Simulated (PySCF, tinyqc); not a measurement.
RHF in the sto-3g basis, for LiH, spin multiplicity 1, step by step. The lowest restricted solution is unstable here: a spin-polarised one lies 0.0616 hartree lower (PySCF). One step of it, computed by the program tinyqc.

Problem. Orthogonalisation. S = U s U^T; symmetric (Loewdin) form X = U s^(-1/2) U^T, so that X^T S X = 1.

overlap S, order 1Li 1s, 1Li 2s, 1Li 2px, 1Li 2py, 1Li 2pz, 2H 1s:
```
[[1.000000, 0.241137, 0.000000, 0.000000, 0.000000, 0.003120],
 [0.241137, 1.000000, 0.000000, 0.000000, 0.000000, 0.143577],
 [0.000000, 0.000000, 1.000000, 0.000000, 0.000000, 0.000000],
 [0.000000, 0.000000, 0.000000, 1.000000, 0.000000, 0.000000],
 [0.000000, 0.000000, 0.000000, 0.000000, 1.000000, 0.221225],
 [0.003120, 0.143577, 0.000000, 0.000000, 0.221225, 1.000000]]
```

Give: eigenvalues of S; X.

Solution.

eigenvalues of S: [0.6870, 0.8289, 1.0000, 1.0000, 1.1681, 1.3161]

X, order 1Li 1s, 1Li 2s, 1Li 2px, 1Li 2py, 1Li 2pz, 2H 1s:
```
[[1.0231, -0.1268, 0.0000, 0.0000, -0.0024, 0.0126],
 [-0.1268, 1.0316, 0.0000, 0.0000, 0.0131, -0.0777],
 [0.0000, 0.0000, 1.0000, 0.0000, 0.0000, 0.0000],
 [0.0000, 0.0000, 0.0000, 1.0000, 0.0000, 0.0000],
 [-0.0024, 0.0131, 0.0000, 0.0000, 1.0194, -0.1158],
 [0.0126, -0.0777, 0.0000, 0.0000, -0.1158, 1.0278]]
```
